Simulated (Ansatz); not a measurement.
```xyz
18

C     1.4450   -0.0245    0.2686
C     0.6880    1.2341   -0.2323
C    -0.7001    1.2392    0.1933
C    -1.4808    0.0209   -0.2661
C    -0.6868   -1.2389    0.2404
C     0.7727   -1.2426   -0.2404
H     1.4928    0.0012    1.2949
H     2.4860   -0.0440   -0.1689
H     0.7429    1.3327   -1.2861
H     1.2565    2.1587    0.0978
H    -1.2217    2.1853   -0.1820
H    -0.7224    1.3135    1.3044
H    -1.5184    0.0463   -1.3141
H    -2.5191    0.0314    0.1775
H    -1.2747   -2.1199   -0.1373
H    -0.7584   -1.3115    1.3787
H     1.2161   -2.1247    0.1616
H     0.8000   -1.3578   -1.3332
```

RHF-MP2 on singlet C₆H₁₂ was run in several spherical basis sets with Ansatz (development build ahead of 0.2.0). Frozen core: 6 orbitals. Caution for RHF-MP2: no unrestricted run beside it, a lower state can exist.

Task: Rank the basis sets by the total energy that they give, lowest first, with the distance from the lowest.
A. cc-pVDZ
B. 6-31G
C. STO-3G
D. def2-SVP
E. 6-31G(d)

Result: A (0.00 eV), E (2.63 eV), D (4.98 eV), B (11.64 eV), C (89.85 eV).

Totals follow the description of the cores as much as that of the bonds, so this order isn't one of quality for chemistry.
